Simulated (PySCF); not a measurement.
Isomers of C3H5NO2. Method used: PySCF 2.14.0, PBE0-D3(BJ)/def2-SVP geometry optimisation, gas phase. One conformer each; no zero-point energy, no entropy. No frequencies were run at this level. Point groups hold within 0.08 Å.

Task: Rank from lowest to highest electronic energy at this level (kcal/mol).
A. `[H]/[N:1]=[CH:2]/[CH2:3][O:4][CH:5]=[O:6]` with N1–C2–C3–O4 -133°, C2–C3–O4–C5 -88°, C3–O4–C5–O6 1°
B. `[NH2:1][C:2](=[O:3])[CH2:4][CH:5]=[O:6]` with H–N1–C2–O3 -169° and -6°, N1–C2–C4–C5 -28°, C2–C4–C5–O6 22°
C. `[CH3:1][C:2](=[O:3])[C:4]([NH2:5])=[O:6]` with C1–C2–C4–N5 180°, C2–C4–N5–H 0° and 180°

Result: C (0.0), B (5.2), A (29.8).

As drawn, the lowest has a C(=O)–N unit, which the highest lacks; the highest has a C=N bond and a C(=O)–O unit, which the lowest lacks.

| SMILES | E (Eh) | E rel (kcal/mol) | dipole (D) | point group | A, B, C (MHz) |
| --- | --- | --- | --- | --- | --- |
| CC(=O)C(N)=O | -321.95600 | 0.0 | 1.24 | Cs | 5461, 3585, 2193 |
| NC(=O)CC=O | -321.94766 | 5.2 | 2.18 | C1 | 7802, 2623, 2021 |
| [H]/N=C/COC=O | -321.90844 | 29.8 | 0.99 | C1 | 10127, 2036, 1851 |

Task: How do the relative energies change in single points at PBE0/pcSseg-1 (no added dispersion term) on the same geometries?

Result: 
```json
{"SMILES": "CC(=O)C(N)=O", "PBE0-D3(BJ)/def2-SVP (kcal/mol)": "0.0", "PBE0/pcSseg-1 (kcal/mol)": "0.0", "shift": "0.0"}
{"SMILES": "NC(=O)CC=O", "PBE0-D3(BJ)/def2-SVP (kcal/mol)": "5.2", "PBE0/pcSseg-1 (kcal/mol)": "5.4", "shift": "+0.2"}
{"SMILES": "[H]/N=C/COC=O", "PBE0-D3(BJ)/def2-SVP (kcal/mol)": "29.8", "PBE0/pcSseg-1 (kcal/mol)": "28.4", "shift": "-1.4"}
```

Each column counts from its own lowest isomer. The order is unchanged; the largest shift is 1.4 kcal/mol.
